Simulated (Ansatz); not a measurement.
# Zirconium, hcp: convergence with cold smearing

Computed with Ansatz, PBE, scalar-relativistic PAW, on the relaxed cell (a = 3.232 Å, c = 5.174 Å (c/a = 1.601); spin not included). Errors count from a run at 420 eV on a Γ-centred 18×18×10 mesh with Fermi-Dirac smearing of 0.1 eV, extrapolated to zero width. Fixed here: cutoff 420 eV, mesh 11×11×6. The SCF starts from atomic densities corrected by a trained network.

| width (eV) | E(σ→0) error (meV/atom) | F error (meV/atom) | P (GPa) | SCF iterations |
| --- | --- | --- | --- | --- |
| 0.01 | -1.1 | -1.1 | -0.07 | 5 |
| 0.03 | -1.2 | -1.2 | -0.10 | 5 |
| 0.1 | -1.1 | -1.0 | -0.16 | 5 |
| 0.2 | -0.7 | -1.8 | -0.10 | 5 |
| 0.3 | -3.5 | -2.8 | -0.13 | 5 |
| 0.6 | 1.6 | 9.3 | -0.29 | 5 |

Problem. What does the run at 1.0 give (width)?

Solution. E(σ→0) error (meV/atom): 19.5; F error (meV/atom): 12.0; P (GPa): 0.06; SCF iterations: 6.
